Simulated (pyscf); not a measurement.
Structures and frequencies: ωB97X-D3(BJ)/def2-SVP in PySCF.

Question: For CH₃• + H₃Si–Cl → H₃C–SiH₂–Cl + H•, a substitution at Si (doublet surface; H–Si broken, C–Si formed), PBE/def2-TZVP gives ΔE‡ = 6.2 kcal/mol and ΔE = -0.8 kcal/mol (zero: the separated reactants). In which direction and how far do r²SCAN/def2-TZVP, B3LYP-D3(BJ)/def2-TZVP, ωB97M-D3(BJ)/def2-TZVP move these?

Answer: r²SCAN: ΔE‡ = 10.5 kcal/mol, ΔE = +3.5 kcal/mol; B3LYP-D3(BJ): ΔE‡ = 13.3 kcal/mol, ΔE = +3.6 kcal/mol; ωB97M-D3(BJ): ΔE‡ = 15.5 kcal/mol, ΔE = +0.2 kcal/mol. PBE's barrier lies under all of them, by 4.3 to 9.2 kcal/mol. Its reaction energy lies under all of them, by 1.0 to 4.4 kcal/mol. The same reactants have a lower exit, to CH₄ + •H₂Si–Cl (barrier +7.5 kcal/mol at ωB97M-D3(BJ)/def2-TZVP, against +15.5 kcal/mol here). This is the saddle that the search found; another between the same sides may lie lower. The angle at the attacked Si is 163°.
